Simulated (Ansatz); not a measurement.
I need harmonic frequencies at the relaxed geometry of CH6OSi, SMILES CO[SiH3]. Use Ansatz 0.2.0 through its Python package. Settings (for the species named): Hartree-Fock, def2-SVP basis, multiplicity 1.

| atom | x (Å) | y (Å) | z (Å) |
| --- | --- | --- | --- |
| C | -0.3940 | 0.9549 | -0.7665 |
| O | 0.6529 | 0.1385 | -0.5225 |
| Si | 0.4782 | -0.9812 | 0.6813 |
| H | -1.2544 | 0.4424 | -1.0879 |
| H | -0.1669 | 1.6584 | -1.6206 |
| H | -0.6740 | 1.6379 | 0.0925 |
| H | 1.7876 | -1.7709 | 0.8032 |
| H | -0.5927 | -1.8624 | 0.3863 |
| H | 0.2517 | -0.2640 | 2.0172 |

The script, `ch6osi.py`:
```python
import ansatz
from ase import Atoms
from ase.thermochemistry import IdealGasThermo
import numpy as np

BASIS = "def2-SVP"
XC = "HF"


def main() -> None:
    ch6osi = (
        ansatz.Crystal.molecule()
        .atom("C", (-0.394, 0.9549, -0.7665))
        .atom("O", (0.6529, 0.1385, -0.5225))
        .atom("Si", (0.4782, -0.9812, 0.6813))
        .atom("H", (-1.2544, 0.4424, -1.0879))
        .atom("H", (-0.1669, 1.6584, -1.6206))
        .atom("H", (-0.674, 1.6379, 0.0925))
        .atom("H", (1.7876, -1.7709, 0.8032))
        .atom("H", (-0.5927, -1.8624, 0.3863))
        .atom("H", (0.2517, -0.264, 2.0172))
    )

    job = ch6osi.calculation().basis(gaussian=BASIS).functional(XC)
    symbols = [site.symbol for site in ch6osi.cartesian_sites]
    start = np.array([site.position_ang for site in ch6osi.cartesian_sites], dtype=float)
    rep = job.relax(force_tolerance=0.003).run(threads=1, pin="off").report
    end = np.array(rep["positions_ang"])

    print("bond        before    after (A)")
    for i, j in [(0, 1), (0, 3), (0, 4), (0, 5), (1, 2), (2, 6), (2, 7), (2, 8)]:
        d0, d1 = (np.linalg.norm(xyz[i] - xyz[j]) for xyz in (start, end))
        print(f"{symbols[i]}{i}-{symbols[j]}{j}".ljust(10), f"{d0:8.4f} {d1:8.4f}")

    minimum = ansatz.Crystal.molecule()
    for symbol, xyz in zip(symbols, end):
        minimum = minimum.atom(symbol, xyz.tolist())
    vibrating = minimum.calculation().basis(gaussian=BASIS).functional(XC).phonons(temperatures=(100, 500, 100))
    vib = vibrating.run(threads=1, pin="off").report["vibrations"]
    sums = vib["harmonic_sums"]
    modes = [m["omega_inv_cm"] for m in sums["modes_at_gamma"] if m["rigid_motion"] == "no"]
    print("frequencies (1/cm):", " ".join(f"{w:.0f}" for w in modes))
    print("imaginary modes:", sum(w < 0 for w in modes), " zero-point energy:", round(sums["zero_point_energy_ev"], 4), "eV")
    gas = IdealGasThermo(vib_energies=[w / 8065.544 for w in modes if w > 0], geometry="linear" if len(modes) == 3 * len(symbols) - 5 else "nonlinear",
                         atoms=Atoms(symbols, positions=end), symmetrynumber=1, spin=0.0)
    print(f"H(298 K) - E = {gas.get_enthalpy(298.15, verbose=False):.4f} eV")
    print(f"S(298 K, 1 bar) = {96485.33 * gas.get_entropy(298.15, 1e5, verbose=False):.1f} J/(mol K) with symmetry number 1")


if __name__ == "__main__":
    main()
```

Output of `python ch6osi.py`:
```text
bond        before    after (A)
C0-O1        1.3498   1.3924
C0-H3        1.0518   1.0938
C0-H4        1.1296   1.0887
C0-H5        1.1326   1.0938
O1-Si2       1.6533   1.6455
Si2-H6       1.5340   1.4740
Si2-H7       1.4179   1.4840
Si2-H8       1.5331   1.4840
frequencies (1/cm): 106 120 227 781 785 821 1031 1048 1076 1264 1286 1323 1608 1612 1613 2311 2330 2380 3160 3231 3283
imaginary modes: 0  zero-point energy: 1.9464 eV
H(298 K) - E = 2.1121 eV
S(298 K, 1 bar) = 296.7 J/(mol K) with symmetry number 1
```

Reading the output:
- The frequencies are harmonic and unscaled, in a modest basis. The result belongs to the one conformer reached from this start, and soft torsions count as harmonic oscillators.
- The entropy takes a symmetry number of 1; a symmetric molecule's is lower by R ln(sigma).
- Hardware and time: 50 s on 1 thread of Arm Neoverse V1, on a shared host, peak memory 0.25 GiB.

(Lines on the test bed's own set-up are left out of the output.)
